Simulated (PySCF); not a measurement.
SiH₂, SMILES [SiH2] (connectivity only; charge and spin as stated), neutral, multiplicity 1. Atoms are numbered in the order given.

```xyz
3

Si     0.0000     0.0000     0.1354
H      0.0000    -1.0928    -0.9477
H      0.0000     1.0928    -0.9477
```
Charge 0, spin multiplicity 1.

Coordinates come from a PBE-D3(BJ)/def2-TZVPD optimisation. The isomer is the one that the SMILES or the coordinates give; other isomers of the formula were not compared.

Two levels are set side by side: PBE/pcSseg-2 (PySCF) and PBE0/pcSseg-2 (PySCF). GIAO shifts against TMS (²⁹Si), TMS (¹H) at the same level; non-relativistic, no solvent, atoms listed together averaged. Differences are taken from unrounded values.

```csv
quantity,PBE
δ(²⁹Si) of Si1 (ppm),850.1
"δ(¹H) of H2, H3 (ppm)",15.22
```

Q: These are the PBE values. What does PBE0 give? (An estimate is asked for; the answer gives what the named calculation found.)

A: 
```tsv
quantity	PBE0	PBE minus PBE0
δ(²⁹Si) of Si1 (ppm)	832.5	17.6
δ(¹H) of H2, H3 (ppm)	14.89	0.33
```

Rough cost on one machine, each run with all the roots and properties that it gave: PBE0 against PBE within a factor of 2.
